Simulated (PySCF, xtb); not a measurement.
Protons, H atoms and electrons added to or taken from [BH3]. Gas-phase values, no solvent. Strings in code marks are SMILES.

Quantity: bond dissociation enthalpy (X–H) at 298 K, in eV. Enthalpy corrections at 298 K come from GFN2-xTB frequencies (xtb).

Case: H atom removed from B1: `[BH2]`. The other species in the difference include `B` (neutral, multiplicity 1). Geometry of `[BH2]` (neutral, multiplicity 2, Å):

```xyz
3

B     -0.0002     0.3389     0.0000
H     -1.0772    -0.1702     0.0000
H      1.0774    -0.1687     0.0000
```

Q: Predict the bond dissociation enthalpy (X–H) at 298 K from PBE0-D4/def2-TZVP (PySCF).

A: 4.39 eV.
